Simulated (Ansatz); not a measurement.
# hcp Ru

The numbers are results of r²SCAN (PAW; Ansatz, an electronic-structure program), not measurements.

Run with plane-wave cutoff 500 eV, 14×12×1 k mesh (along the axes of the cell as run), Fermi–Dirac smearing 0.1 eV, scalar-relativistic PAW data made under PBE.

Cell: relaxed at this level.

| Property | Value |
|---|---|
| surface energy of the (11-20) face | 3.65 J/m² |
| work function of the (11-20) face | 4.42 eV |

The slab of 20 atoms is relaxed and unreconstructed.

Static lattice: no zero-point or thermal effects.

The result took about 2.3 core-hours (a rough figure).
